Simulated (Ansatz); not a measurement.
```yaml
crystal:
  periodic: [true, true, true]
  atoms:
    - {symbol: N, position_ang: [0.554458, -1.150394, 1.534436]}
    - {symbol: C, position_ang: [0.370478, -0.421546, 0.651040]}
    - {symbol: C, position_ang: [0.013892, 0.360077, -0.440475]}
    - {symbol: O, position_ang: [-1.133810, 0.324752, -1.140465]}
    - {symbol: H, position_ang: [0.656394, 1.005021, -0.724287]}
basis:
  gaussian: {orbitals: STO-3G}
hamiltonian: {xc: {name: r2SCAN0}, dispersion: d3bjatm}
output: {forces: true}
```

```sh
$ ansatz run in.yaml --threads 2 --pin off --events-out ev --progress --plain --max-ram 4352MiB
```

Shortened log:

```
Error: YAML parse error: error: line 2 column 3: crystal: missing field `lattice` (a structure is typed as `lattice` and `atoms`, a molecule's as `atoms` in Å alone, or read from a run's directory, `checkpoint`)
 --> <input>:2:3
  |
1 | crystal:
2 |   periodic: [true, true, true]
  |   ^ crystal: missing field `lattice` (a structure is typed as `lattice` and `atoms`, a molecule's as `atoms` in Å alone, or read from a run's directory, `checkpoint`)
3 |   atoms:
4 |     - {symbol: N, position_ang: [0.554458, -1.150394, 1.534436]}
  |
```

(1) Something in this input is off. What?

Results:

(1) The molecule is marked periodic without a cell. The program refused the input.
